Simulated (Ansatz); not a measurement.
Calculated with Ansatz (gas phase, PBE0-D4/def2-TZVP geometries, no zero-point term in ΔE). CBS: MP2 limit from def2 TZ/QZ plus the TZ coupled-cluster correction, frozen cores. This one scheme is used for every species. Functionals use def2-TZVPP. Each species was taken in one conformer, which may not be the lowest.

`[SiH3]OP` + `[OH][AlH2]` → `[AlH2][O]P` + `O[SiH3]`  (ligand exchange at a P–O bond)

```tsv
species	BLYP-D4 energy (Eh)
`[SiH3]OP`	-709.14874
`[OH][AlH2]`	-319.53112
`[AlH2][O]P`	-661.49843
`O[SiH3]`	-367.18220
```

Task: Work out ΔE.

Result: ΔE = (-661.49843) + (-367.18220) − (-709.14874) − (-319.53112) = -0.00077 Eh = -0.5 kcal/mol. CCSD(T)/CBS gives -0.5 kcal/mol.

Largest T1 diagnostic among the species: 0.014.

In def2-TZVPP, CCSD(T) changes the Hartree–Fock value by +1.4 kcal/mol (the triples alone add +0.2 kcal/mol) and MP2 by +1.6 kcal/mol. Leaving LDA and LC-ωPBE aside and taking each functional with its dispersion term where it has one, the values, not all of them listed here, spread over 0.7 kcal/mol, from BHLYP-D4 to revPBE-D4.
